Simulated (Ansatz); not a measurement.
Zinc-blende MgTe (metastable phase), treated with B3LYP (VWN-RPA form) (Ansatz, a first-principles code, plane waves, PAW).

Run with plane-wave cutoff 460 eV, 8×8×8 k mesh, Fermi–Dirac smearing 0.01 eV, scalar-relativistic PAW data made under PBE.

On both sides of the equilibrium volume: at 33.531 Å³/atom the pressure is 1.29 GPa and the direct gap at Γ 3.719 eV; at 35.523 Å³/atom they are -0.75 GPa and 3.426 eV. The fitted bulk modulus is 34.5 GPa.

Question: Work out the volume deformation potential of this gap and its pressure coefficient, in two ways.

Answer: a_V = dE_g/d ln V = (3.426 − 3.719)/ln(35.523/33.531) = -5.08 eV. Since dP = −B d ln V, dE_g/dP = −a_V/B = 147 meV/GPa. Straight from the pressures: (3.719 − 3.426)/(1.29 − (-0.75)) = 144 meV/GPa. At this level and over this range the gap at Γ widens under pressure.

Spin–orbit coupling is not included; with these elements it can move the gap by several tenths of an eV or more.
